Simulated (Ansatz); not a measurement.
The input, for Ansatz 0.2.0:

```yaml
crystal:
  periodic: [false, false, false]
  atoms:
    - {symbol: F, position_ang: [0.000000, -0.279589, 1.346482]}
    - {symbol: Si, position_ang: [0.000000, 0.382864, -0.095161]}
    - {symbol: O, position_ang: [0.000000, -0.340087, -1.431827]}
basis:
  gaussian: {orbitals: cc-pVDZ}
total_charge: 1
magnetization: {spin_polarized: true, initial_magnetization: 0}
hamiltonian: {xc: {name: PBE0}}
output: {orbitals: {seedname: orbitals}}
```

```sh
$ ansatz run in.yaml --threads 1 --pin off --events-out ev --progress --plain --max-ram 2393MiB
```

The program prints:

```
442 factors; integrals over basis functions are off by at most 5.2e-4 eV
mean field evaluation 1: about -12599.8741 eV, gradient 7.5e1 eV
mean field evaluation 2: about -12451.9691 eV, gradient 1.6e2 eV
mean field evaluation 4: about -12620.9569 eV, gradient 2.0e1 eV
mean field evaluation 8: about -12622.3033 eV, gradient 3.2e-1 eV
mean field evaluation 16: about -12622.3812 eV, gradient 3.8e-4 eV
mean field evaluation 32: about -12621.4825 eV, gradient 6.5e0 eV
mean field -12622.42164445 eV, -463.8654396490 hartree, gradient 2.1e-5 eV, S^2 0.266179; 2 other end points of the search recorded, 0 dependent functions left out
reference -12622.42166305 eV, -463.8654403325 hartree; 15, 15 occupied and 31, 31 virtual orbitals, 442 factors
Total energy: -12622.42166305 eV, -463.8654403325 hartree
```

Ran on 1 thread of Arm Neoverse V1, shared host: 3.1 s wall, 0.1 GiB peak host memory.
